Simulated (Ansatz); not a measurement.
# C4H6O2: the cost of one run

Method: UHF/STO-3G, in Ansatz 0.2.0.

### Step 1. The system as given

Bond lengths: C1–C2 1.336 Å, C2–C3 1.303 Å, C3–O4 1.359 Å, C3–C5 1.517 Å, C5–O6 1.449 Å, C1–H7 1.040 Å, C1–H8 1.073 Å, O4–H9 1.035 Å, C5–H10 1.098 Å, C5–H11 1.060 Å, O6–H12 0.984 Å. Angles (14 of 15 angles, heavy atoms first): C1–C2–C3 179.0°, C2–C3–O4 118.5°, C2–C3–C5 125.5°, O4–C3–C5 115.5°, C3–C5–O6 109.3°, C2–C1–H7 121.6°, C2–C1–H8 115.0°, C3–O4–H9 108.5°, C3–C5–H10 109.9°, C3–C5–H11 109.6°, O6–C5–H10 107.3°, O6–C5–H11 108.6°, C5–O6–H12 105.2°, H7–C1–H8 123.4°.

Structure file:

```xyz
12

C    -0.3193   -2.3622    0.4091
C    -0.2192   -1.0371    0.2717
C    -0.0997    0.2532    0.1387
O    -0.5359    1.0512    1.1480
C     0.6576    0.9589   -0.9698
O     0.3766    2.3795   -0.9126
H     0.3856   -2.9090    0.9443
H    -1.1728   -2.8045   -0.0674
H    -1.0430    0.4657    1.8342
H     1.7387    0.8340   -0.8228
H     0.3382    0.5879   -1.9105
H    -0.0299    2.5270   -0.0288
```

### Step 2. Relaxing the start

The input, input.yaml:

```yaml
crystal:
  periodic: [false, false, false]
  atoms:
    - { symbol: C, position_ang: [-0.3193, -2.3622, 0.4091] }
    - { symbol: C, position_ang: [-0.2192, -1.0371, 0.2717] }
    - { symbol: C, position_ang: [-0.0997, 0.2532, 0.1387] }
    - { symbol: O, position_ang: [-0.5359, 1.0512, 1.148] }
    - { symbol: C, position_ang: [0.6576, 0.9589, -0.9698] }
    - { symbol: O, position_ang: [0.3766, 2.3795, -0.9126] }
    - { symbol: H, position_ang: [0.3856, -2.909, 0.9443] }
    - { symbol: H, position_ang: [-1.1728, -2.8045, -0.0674] }
    - { symbol: H, position_ang: [-1.043, 0.4657, 1.8342] }
    - { symbol: H, position_ang: [1.7387, 0.834, -0.8228] }
    - { symbol: H, position_ang: [0.3382, 0.5879, -1.9105] }
    - { symbol: H, position_ang: [-0.0299, 2.527, -0.0288] }
magnetization:
  spin_polarized: true
basis:
  gaussian: { orbitals: STO-3G }
hamiltonian:
  xc: hf
relax:
  f_tol: 0.02
  max_steps: 40
```

Run with:

```bash
ansatz run input.yaml --threads 1 --pin off --max-ram 2048MiB --backend cpu --events-out ev --progress --plain --runs-dir out
```

**Question.** How long does this run take on 1 thread of Arm Neoverse V1, shared host, and how much memory does it need?

About 24 s, with a peak of 0.1 GiB.
